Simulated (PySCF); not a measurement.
Compound: C5H5 (charge -1).
Bonds: C1–C2 (aromatic), C2–C3 (aromatic), C3–C4 (aromatic), C4–C5 (aromatic), C1–C5 (aromatic). Hydrogens: H6 on C1; H7 on C2; H8 on C3; H9 on C4; H10 on C5.

Definitions: NICS(0) = −σiso at the ring centroid; NICS(1) = −σiso and NICS(1)zz = −σzz at ±1 Å along the ring normal z. Level: GIAO PBE0/pcSseg-1 (PySCF, non-relativistic, gas phase) on the PBE0-D3(BJ)/def2-SVP geometry, one conformer.

Ring bond lengths (Å), with Mayer bond orders in brackets: C1–C2 1.413 (1.40), C2–C3 1.413 (1.40), C3–C4 1.413 (1.40), C4–C5 1.413 (1.40), C5–C1 1.413 (1.40).

What do the NICS probes read (ppm)?

```
          ring                                              type  NICS(0)  NICS(1), two faces  NICS(1)zz, two faces  rms pucker (Å)  centre to ring atoms, mean (Å)
C1–C2–C3–C4–C5  5-membered carbocycle; formal bonds all aromatic    -15.5       -12.7 / -12.7         -33.8 / -33.8            0.00                            1.20
```

What do they say, and how far can they be read as aromaticity?

- C1–C2–C3–C4–C5: mean NICS(1)zz -33.8 ppm, shielded. For a flat ring without four-coordinate atoms the NICS criterion counts such a value as aromatic.

How equal are the bonds by HOMA? HOMA = 1 − mean of α(R − Ropt)² over the ring bonds, with Krygowski's 1993 parameters (CC: Ropt 1.388 Å, α 257.7 Å⁻²).

- C1–C2–C3–C4–C5: HOMA 0.84 = 1 − EN − GEO, with mean bond length 1.413 Å, EN = α(Ropt − mean)² = 0.158 and GEO = α × variance = 0.000. The geometric and the magnetic index point the same way.

How shielded are the nuclei of the rings and their hydrogens (means over atoms taken as equivalent)?

```tsv
atoms	environment	σ isotropic (ppm)
C1 (×5)	aromatic CH carbon	82.4
H6 (×5)	aromatic hydrogen	25.93
```

How do the values depend on the level or the medium?

```json
{"level": "PBE0/pcSseg-1, gas", "NICS(0), C1–C2–C3–C4–C5": "-15.5", "mean NICS(1)zz, C1–C2–C3–C4–C5": "-33.8"}
{"level": "wB97X-D/pcSseg-2, gas", "NICS(0), C1–C2–C3–C4–C5": "-13.1", "mean NICS(1)zz, C1–C2–C3–C4–C5": "-34.4"}
```

The geometry is the same throughout.

The run took 5.6 s of wall time on Arm Neoverse V2, one thread, shared host, and the process peaked at 0.51 GiB of memory. This is the whole shielding run at PBE0/pcSseg-1, SCF included.
